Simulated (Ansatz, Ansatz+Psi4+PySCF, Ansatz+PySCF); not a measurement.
```xyz
5

C     0.0000    0.0000   -0.8005
N     0.0000    0.0000   -1.9691
C     0.0000    0.0000    0.5778
H     0.0000   -0.8920    1.0959
H     0.0000    0.8920    1.0959
```

Basis set: cc-pVTZ (spherical functions). Frozen core: 3 orbitals. Correlation on ROHF uses semicanonical orbitals with singles. Charge 0, multiplicity 2.

Computed with Ansatz (development build ahead of 0.2.0); each method stands on the lowest determinant of its kind that the runs found.

Question: Give the atomization energy at this shape (free ground-state atoms in the same class of orbitals less the molecule, no zero-point energy) of doublet C₂H₂N by ROHF-CCSD(T), ROHF-MP2, UHF-MP2.

Answer:

```json
{"method": "ROHF-CCSD(T)", "atomization energy": "492.65 kcal/mol"}
{"method": "ROHF-MP2", "atomization energy": "508.50 kcal/mol"}
{"method": "UHF-MP2", "atomization energy": "497.66 kcal/mol"}
```

Caution for ROHF-MP2, UHF-MP2: forces differ strongly between restricted and unrestricted references. Caution for UHF-MP2: the unrestricted determinant is spin contaminated.
